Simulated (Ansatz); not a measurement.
## Relaxing Ba₂W

Computed with DFT PBE, scalar-relativistic, plane waves, PAW (Ansatz). Cutoff 420 eV, Γ-centred k mesh, Gaussian smearing, no spin polarisation in the final step.

Ba₂W was placed on the cubic Laves (C15) structure type (Fd-3m, No. 227), with W in place of Mg, Ba in place of Cu, at a guessed volume.

```
CELL_PARAMETERS angstrom
0.00000 4.51650 4.51650
4.51650 0.00000 4.51650
4.51650 4.51650 0.00000
ATOMIC_POSITIONS crystal
Ba 0.62500 0.62500 0.62500
Ba 0.12500 0.62500 0.62500
Ba 0.62500 0.62500 0.12500
Ba 0.62500 0.12500 0.62500
W 0.00000 0.00000 0.00000
W 0.25000 0.25000 0.25000
```

Steps on the 8×8×8 mesh (6 atoms). 3 of 4 steps are shown, and the free energy counts from the last. Trial steps that were taken back and renewals of the plane-wave basis can be among the rows.

```
step  ΔF (meV/atom) V (Å³/atom) P (GPa)
   1            8.5        30.71     1.80
   2            0.1        32.18     0.13
   4            0.0        32.30     0.01
```

A final relaxation ran on a 8×8×8 mesh. The relaxed crystal, Fd-3m (No. 227):

```
Ba W
1.0
     0.00000    4.59291    4.59291
     4.59291    0.00000    4.59291
     4.59291    4.59291    0.00000
Ba W
4 2
Cartesian
  1.1482 1.1482 1.1482
  1.1482 3.4447 3.4447
  3.4447 3.4447 1.1482
  3.4447 1.1482 3.4447
  4.5929 4.5929 4.5929
  6.8894 6.8894 6.8894
```

| Item | Value |
| --- | --- |
| Volume per atom | 32.30 Å³ |
| Density | 7.86 g/cm³ |
| Energy over the elements | 2.19 eV/atom |
| Gap on the 8×8×8 mesh | 0 eV (a metal) |

Formation energies are uncorrected and refer to the elements' standard structures at the same level.

The final run used a 8×8×8 mesh on its 6-atom cell and 0.10 eV smearing. For metals, differences of a few meV/atom aren't resolved. Spin–orbit coupling is left out.

Symmetry constrained the relaxation, so the result can be a saddle point.

Cost: 2 runs of about 2.3 core-minutes in all, on Arm Neoverse N1 (shared hosts).